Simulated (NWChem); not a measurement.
System: SiH2 cation, doublet; SMILES of the neutral closed-shell parent [SiH2]

Here is an NWChem input.

```
start job
memory heap 200 mb stack 900 mb global 1100 mb
charge 1
geometry units angstroms noautosym nocenter noautoz
  Si     0.000000     0.000000     0.178111
  H      1.289026     0.000000    -0.570398
  H     -1.289026     0.000000    -0.570398
end
basis spherical
  * library def2-svp
end
dft
  odft
  mult 2
  xc xpbe96 cpbe96
  iterations 150
end
cosmo
  do_cosmo_smd true
  solvent ethanol
end
task dft energy
```

Excerpt of the output:

```
             Northwest Computational Chemistry Package (NWChem) 7.3.0
             --------------------------------------------------------

                             Geometry "geometry" -> ""
                             -------------------------

 Output coordinates in angstroms (scale by  1.889725989 to convert to a.u.)

  No.       Tag          Charge          X              Y              Z
 ---- ---------------- ---------- -------------- -------------- --------------
    1 Si                  14.0000     0.00000000     0.00000000     0.17811100
    2 H                    1.0000     1.28902600     0.00000000    -0.57039800
    3 H                    1.0000    -1.28902600     0.00000000    -0.57039800

 Effective nuclear repulsion energy (a.u.)      10.1456075166

  pbe96 is a nonlocal functional; adding pw91lda local functional.

                                 NWChem DFT Module
                                 -----------------

 Summary of "ao basis" -> "ao basis" (spherical)
 ------------------------------------------------------------------------------
       Tag                 Description            Shells   Functions and Types
 ---------------- ------------------------------  ------  ---------------------
 Si                         def2-svp                 8       18   4s3p1d
 H                          def2-svp                 3        5   2s1p

 in cosmo_initialize ...
 calling solv_data for solv:ethanol

 solvent parameters
 solvname_short: ethanol
 solvname_long:  ethanol
 dielec:       24.8520
 dielecinf:     1.8526
 nonaqueous SMD model solvent descriptors
 dielec:       24.8520
 sola:          0.3700
 solb:          0.4800
 solc:          0.0000
 solg:         31.6200
 solh:          0.0000
 soln:          1.3611

          ---------------
          -cosmo- solvent
          ---------------
 Cosmo: York-Karplus, doi: 10.1021/jp992097l
 dielectric constant -eps-     =  24.85
 screen = (eps-1)/(eps    )    =   0.95976
 surface charge correction     = lagrangian

   van der Waals surface
 --------------------------

 ---------- ATOMIC COORDINATES (A.U.) ------------ VDWR(ANG.) --
     1    0.00000000    0.00000000    0.33658099     2.470
     2    2.43590593    0.00000000   -1.07789592     1.200
     3   -2.43590593    0.00000000   -1.07789592     1.200
 number of segments per atom =        128
 number of   points per atom =        128
 atom (   nspa,  nppa )
 ----------------------
    1 (    124,     0 )       0
    2 (     32,     0 )       0
    3 (     32,     0 )       0
 number of -cosmo- surface points =      188
 molecular surface =     78.295 angstrom**2
 molecular volume  =     62.837 angstrom**3
 -lineq- algorithm             =   0
 -bem- low  level              =   3
 -bem- from -octahedral-
 gaussian surface charge width =   4.50000
 degree of switching           =   1.00000
 switching function tolerance  =   0.00010
 atomic radii =
 --------------
    1 14.000  2.470
    2  1.000  1.200
    3  1.000  1.200
 ...... end of -cosmo- initialization ......

 nat:                     3
 ixmem:                   608
 calling mnsol_interface()
 G(SMD-CDS) energy (kcal/mol)  =    -0.594
 SMD-CDS SASA (angstrom**2)    =    84.568

            General Information
            -------------------
          SCF calculation type: DFT
          Wavefunction type:  spin polarized.
          No. of atoms     :     3
          No. of electrons :    15
           Alpha electrons :     8
            Beta electrons :     7
          Charge           :     1
          Spin multiplicity:     2
          Use of symmetry is: off; symmetry adaption is: off
          Maximum number of iterations: 150
          AO basis - number of functions:    28
                     number of shells:    14
          Convergence on energy requested:  1.00D-06
          Convergence on density requested:  1.00D-05
          Convergence on gradient requested:  5.00D-04

              XC Information
              --------------
          PerdewBurkeErnzerhof Exchange Functional  1.000
            Perdew 1991 LDA Correlation Functional  1.000 local
           PerdewBurkeErnz. Correlation Functional  1.000 non-local

             Grid Information
             ----------------
          Grid used for XC integration:  medium
          Radial quadrature: Mura-Knowles
          Angular quadrature: Lebedev.
          Tag              B.-S. Rad. Rad. Pts. Rad. Cut. Ang. Pts.
          ---              ---------- --------- --------- ---------
          Si                  1.10       88           7.0       590
          H                   0.35       45           8.0       434
          Grid pruning is: on
          Number of quadrature shells:   178
          Spatial weights used:  Erf1

      Superposition of Atomic Density Guess
      -------------------------------------

 Sum of atomic energies:        -289.73710235

 Renormalizing density from      16.00 to     15

      Non-variational initial energy
      ------------------------------

 Total energy =    -278.096702
 1-e energy   =    -395.094428
 2-e energy   =     106.852119
 HOMO         =      -0.580756
 LUMO         =      -0.492027

   convergence    iter        energy       DeltaE   RMS-Dens  Diis-err
 ---------------- ----- ----------------- --------- --------- ---------
     COSMO gas phase
 d= 0,ls=0.0,diis     1   -289.9694218495 -3.00D+02  1.99D-02  1.95D-01
                                                     1.80D-02  2.13D-01
 d= 0,ls=0.0,diis     2   -290.0124443110 -4.30D-02  9.17D-03  2.63D-02
                                                     8.53D-03  2.59D-02
 d= 0,ls=0.0,diis     3   -290.0256763489 -1.32D-02  2.06D-03  1.83D-03
                                                     2.18D-03  1.60D-03
 d= 0,ls=0.0,diis     4   -290.0273683524 -1.69D-03  1.46D-04  1.23D-05
                                                     1.14D-04  7.74D-06
 d= 0,ls=0.0,diis     5   -290.0273780878 -9.74D-06  2.39D-05  2.43D-07
                                                     2.95D-05  4.17D-07
 d= 0,ls=0.0,diis     6   -290.0273784517 -3.64D-07  3.07D-06  2.93D-09
                                                     2.90D-06  2.28D-09

[...]

                                COSMO-SMD solvation results
                                ---------------------------

             internal energy in gas <Psi(g)|H|Psi(g)> =      -290.027378451727
         internal energy in solvent <Psi(s)|H|Psi(s)> =      -290.027309309445
                               delta internal energy  =         0.000069142282 (    0.04 kcal/mol)
   total free energy in solvent <Psi(s)|H+V/2|Psi(s)> =      -290.131687577453
 polarization energy contribution <Psi(s)|V/2|Psi(s)> =        -0.104378268008 (  -65.50 kcal/mol)
    total free energy in solvent including G(SMD-CDS) =      -290.132633872351
                       G(SMD-CDS) energy contribution =        -0.000946294898 (   -0.59 kcal/mol)
     1 M fixed-concentration free energy of solvation =        -0.105255420625 (  -66.05 kcal/mol)

                    DFT Final Alpha Molecular Orbital Analysis
                    ------------------------------------------

 Vector    6  Occ=1.000000D+00  E=-5.621541D-01
              MO Center=  5.8D-10, -5.3D-10, -1.0D-01, r^2= 1.5D+00
   Bfn.  Coefficient  Atom+Function         Bfn.  Coefficient  Atom+Function
  ----- ------------  ---------------      ----- ------------  ---------------
     3      0.756904  1 Si s                  2      0.431127  1 Si s
    19      0.205061  2 H  s                 24      0.205061  3 H  s
     4      0.123662  1 Si s                  1      0.069109  1 Si s
    10     -0.043597  1 Si pz                20      0.036438  2 H  s
    25      0.036438  3 H  s                  7      0.029895  1 Si pz

 Vector    7  Occ=1.000000D+00  E=-4.091184D-01
              MO Center= -7.5D-10,  2.2D-11, -3.0D-01, r^2= 2.0D+00
   Bfn.  Coefficient  Atom+Function         Bfn.  Coefficient  Atom+Function
  ----- ------------  ---------------      ----- ------------  ---------------
     8      0.363676  1 Si px                19      0.341687  2 H  s
    24     -0.341687  3 H  s                 11      0.210588  1 Si px
     5     -0.191475  1 Si px                20      0.111438  2 H  s
    25     -0.111438  3 H  s                 17      0.058846  1 Si d  1

 Vector    8  Occ=1.000000D+00  E=-3.023839D-01
              MO Center=  1.9D-10,  8.2D-12,  4.1D-01, r^2= 2.0D+00
   Bfn.  Coefficient  Atom+Function         Bfn.  Coefficient  Atom+Function
  ----- ------------  ---------------      ----- ------------  ---------------
    10      0.466547  1 Si pz                13      0.390275  1 Si pz
     3      0.368930  1 Si s                  7     -0.224894  1 Si pz
    19     -0.208706  2 H  s                 24     -0.208706  3 H  s
     4      0.199068  1 Si s                  2      0.183870  1 Si s
    20     -0.111194  2 H  s                 25     -0.111194  3 H  s

 Vector    9  Occ=0.000000D+00  E=-2.255813D-01
              MO Center=  1.1D-10, -1.4D-09,  1.9D-01, r^2= 2.1D+00
   Bfn.  Coefficient  Atom+Function         Bfn.  Coefficient  Atom+Function
  ----- ------------  ---------------      ----- ------------  ---------------
    12      0.582429  1 Si py                 9      0.547654  1 Si py
     6     -0.258645  1 Si py

 Vector   10  Occ=0.000000D+00  E=-4.766697D-02
              MO Center=  9.3D-10,  6.4D-10, -3.9D-01, r^2= 2.9D+00
   Bfn.  Coefficient  Atom+Function         Bfn.  Coefficient  Atom+Function
  ----- ------------  ---------------      ----- ------------  ---------------
     4      0.958530  1 Si s                 20     -0.896234  2 H  s
    25     -0.896234  3 H  s                 13     -0.819135  1 Si pz
     3      0.532867  1 Si s                 19     -0.281104  2 H  s
    24     -0.281104  3 H  s                 10     -0.253402  1 Si pz
     2      0.231796  1 Si s                 18     -0.204220  1 Si d  2

 Vector   11  Occ=0.000000D+00  E=-2.648233D-02
              MO Center= -6.3D-10,  3.5D-12,  3.0D-01, r^2= 3.1D+00
   Bfn.  Coefficient  Atom+Function         Bfn.  Coefficient  Atom+Function
  ----- ------------  ---------------      ----- ------------  ---------------
    11      1.343524  1 Si px                20     -0.966903  2 H  s
    25      0.966903  3 H  s                  8      0.318445  1 Si px
    17     -0.263866  1 Si d  1              19     -0.214170  2 H  s
    24      0.214170  3 H  s                  5     -0.152782  1 Si px

                     DFT Final Beta Molecular Orbital Analysis
                     -----------------------------------------

 Vector    5  Occ=1.000000D+00  E=-3.620571D+00
              MO Center= -9.1D-13,  1.1D-12,  1.8D-01, r^2= 1.0D-01
   Bfn.  Coefficient  Atom+Function         Bfn.  Coefficient  Atom+Function
  ----- ------------  ---------------      ----- ------------  ---------------
     5      0.983936  1 Si px                 8      0.050642  1 Si px

 Vector    6  Occ=1.000000D+00  E=-5.401167D-01
              MO Center=  5.8D-10, -5.2D-10, -1.8D-01, r^2= 1.5D+00
   Bfn.  Coefficient  Atom+Function         Bfn.  Coefficient  Atom+Function
  ----- ------------  ---------------      ----- ------------  ---------------
     3      0.731523  1 Si s                  2      0.418637  1 Si s
    19      0.210334  2 H  s                 24      0.210334  3 H  s
     4      0.117295  1 Si s                 10     -0.093463  1 Si pz
     1      0.067143  1 Si s                  7      0.051237  1 Si pz
    20      0.041468  2 H  s                 25      0.041468  3 H  s

 Vector    7  Occ=1.000000D+00  E=-3.956383D-01
              MO Center= -7.6D-10,  1.8D-11, -3.0D-01, r^2= 2.0D+00
   Bfn.  Coefficient  Atom+Function         Bfn.  Coefficient  Atom+Function
  ----- ------------  ---------------      ----- ------------  ---------------
     8      0.366769  1 Si px                19      0.332589  2 H  s
    24     -0.332589  3 H  s                 11      0.212226  1 Si px
     5     -0.192277  1 Si px                20      0.114387  2 H  s
    25     -0.114387  3 H  s                 17      0.073109  1 Si d  1

 Vector    8  Occ=0.000000D+00  E=-2.320697D-01
              MO Center=  1.5D-10, -5.7D-10,  4.2D-01, r^2= 2.1D+00
   Bfn.  Coefficient  Atom+Function         Bfn.  Coefficient  Atom+Function
  ----- ------------  ---------------      ----- ------------  ---------------
     3      0.435918  1 Si s                 10      0.411924  1 Si pz
    13      0.379880  1 Si pz                 4      0.272085  1 Si s
     2      0.222329  1 Si s                 19     -0.212258  2 H  s
    24     -0.212258  3 H  s                  7     -0.205504  1 Si pz
    20     -0.154708  2 H  s                 25     -0.154708  3 H  s

 Vector    9  Occ=0.000000D+00  E=-2.031482D-01
              MO Center=  1.0D-10, -9.0D-10,  1.3D-01, r^2= 2.1D+00
   Bfn.  Coefficient  Atom+Function         Bfn.  Coefficient  Atom+Function
  ----- ------------  ---------------      ----- ------------  ---------------
    12      0.590068  1 Si py                 9      0.538187  1 Si py
     6     -0.255681  1 Si py                15     -0.038620  1 Si d -1

 Vector   10  Occ=0.000000D+00  E=-3.225688D-02
              MO Center=  3.9D-10,  7.1D-10, -3.8D-01, r^2= 2.9D+00
   Bfn.  Coefficient  Atom+Function         Bfn.  Coefficient  Atom+Function
  ----- ------------  ---------------      ----- ------------  ---------------
     4      0.987731  1 Si s                 20     -0.914220  2 H  s
    25     -0.914220  3 H  s                 13     -0.839407  1 Si pz
     3      0.496810  1 Si s                 10     -0.267628  1 Si pz
    19     -0.263315  2 H  s                 24     -0.263315  3 H  s
     2      0.217957  1 Si s                 18     -0.204184  1 Si d  2

   alpha - beta orbital overlaps
   -----------------------------

   alpha      1      2      3      4      5      6      7      8      9     10
    beta      1      2      3      4      5      6      7      8      9     10
 overlap   1.000  1.000  1.000  1.000  1.000  0.997  1.000  0.994  0.998  0.999

   alpha     11     12     13     14     15     16     17     18     19     20
    beta     11     12     13     15     14     18     17     16     19     20
 overlap   0.999  0.997  0.999  0.887  1.000  0.998  0.890  1.000  0.997  0.998

   alpha     21     22     23     24     25     26     27     28
    beta     21     22     23     24     25     26     27     28
 overlap   1.000  0.999  1.000  1.000  1.000  1.000  1.000  1.000

     --------------------------
     Expectation value of S2:
     --------------------------
      <S2> =      0.7512 (Exact =     0.7500)

     Multipole analysis of the density
     ---------------------------------

     L   x y z        total         alpha         beta         nuclear
     -   - - -        -----         -----         ----         -------
     0   0 0 0      1.000000     -8.000000     -7.000000     16.000000

     1   1 0 0      0.000000     -0.000000      0.000000      0.000000
     1   0 1 0      0.000000      0.000000      0.000000      0.000000
     1   0 0 1      0.094269     -1.692384     -0.769688      2.556342

     2   2 0 0     -7.448902    -10.733120     -8.583057     11.867275
     2   1 1 0      0.000000      0.000000      0.000000      0.000000
     2   1 0 1     -0.000000     -0.000000     -0.000000      0.000000
     2   0 2 0     -6.674278     -4.016486     -2.657793      0.000000
     2   0 1 1      0.000000      0.000000     -0.000000      0.000000
     2   0 0 2     -8.289226     -8.271117     -3.927843      3.909734
```

Level: PBE/def2-SVP, spin-unrestricted, SMD on the gas-phase geometry. In the optimisation the excess spin sits in a1 (C2v, its own frame). The geometry was optimised at PBE0-D3(BJ)/def2-TZVP, spin-unrestricted. This spin state was assumed; another may lie lower. No stability test was run on the SCF state. Solvent: ethanol.
